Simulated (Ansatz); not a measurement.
Consider the hydrogen abstraction from the Si–H bond: `C[SiH2]N` + F• → `C[SiH]N`• + H–F.

Isolated molecules relaxed with PBE0-D4/def2-TZVP in Ansatz; ΔE leaves out vibrations. CBS: MP2 limit from def2 TZ/QZ plus the TZ coupled-cluster correction, frozen cores. This one scheme is used for every species, atoms too. DFT in def2-TZVPP. B3LYP here is the variant with VWN-RPA as its local correlation; programs differ in this. HSE06 is defined as in plane-wave codes. No spin–orbit coupling; open shells (•) take unrestricted orbitals. Spin–orbit coupling would lower the free atoms: a little for F. Each species was taken in one conformer, which may not be the lowest.

```tsv
level	ΔE (kJ/mol)	difference from CCSD(T)/CBS
LDA (SPW92)	-261.8	-72.5
PBE-D4	-216.1	-26.8
revPBE-D4	-204.7	-15.4
BLYP-D4	-202.8	-13.5
r2SCAN-D4	-193.5	-4.2
PBE0-D4	-188.0	1.3
B3LYP-D4	-184.8	4.5
r2SCANh-D4	-185.6	3.7
r2SCAN0-D4	-173.9	15.4
HSE06-D4	-188.8	0.5
BHLYP-D4	-148.4	40.9
ωB97X-V	-173.3	16.0
B2PLYP	-183.2	6.1
PBE-QIDH	-178.6	10.7
PBE	-216.5	-27.2
revPBE	-205.6	-16.3
BLYP	-203.5	-14.2
r2SCAN	-193.7	-4.4
PBE0	-188.4	0.9
B3LYP	-185.3	4.0
r2SCANh	-185.8	3.5
r2SCAN0	-174.2	15.1
HSE06	-189.2	0.1
BHLYP	-148.6	40.7
CAM-B3LYP	-183.6	5.7
RPA@PBE/def2-TZVPP	-146.7	42.6
HF/def2-SVP	-67.1	122.2
MP2/def2-SVP	-175.3	14.0
CCSD/def2-SVP	-149.0	40.3
CCSD(T)/def2-SVP	-152.0	37.3
HF/def2-TZVPP	-79.6	109.7
MP2/def2-TZVPP	-203.7	-14.4
SCS-MP2/def2-TZVPP	-181.3	8.0
CCSD/def2-TZVPP	-169.0	20.3
CCSD(T)/def2-TZVPP	-176.9	12.4
MP2/def2-QZVPP	-211.5	-22.2
SCS-MP2/def2-QZVPP	-188.8	0.5
HF/CBS(def2)	-81.8	107.5
MP2/CBS(def2)	-216.1	-26.8
CCSD/CBS(def2)	-181.4	7.9
CCSD(T)/CBS	-189.3	0
```

Largest T1 diagnostic among the species: 0.013.

From PBE to PBE0 (25 % exact exchange), in def2-TZVPP and without D4, ΔE moves by +28.1 kJ/mol. Leaving LDA and LC-ωPBE aside and taking each functional with its dispersion term where it has one, the values spread over 67.7 kJ/mol, from PBE-D4 to BHLYP-D4. LDA lies −45.3 kJ/mol from PBE without D4. In def2-TZVPP, CCSD(T) changes the Hartree–Fock value by −97.3 kJ/mol (the triples alone add −7.9 kJ/mol) and MP2 by −124.1 kJ/mol.

CCSD(T)/CBS has its own doubt, a few kJ/mol and more with outer-core shells, so smaller differences from it don't rank the levels.
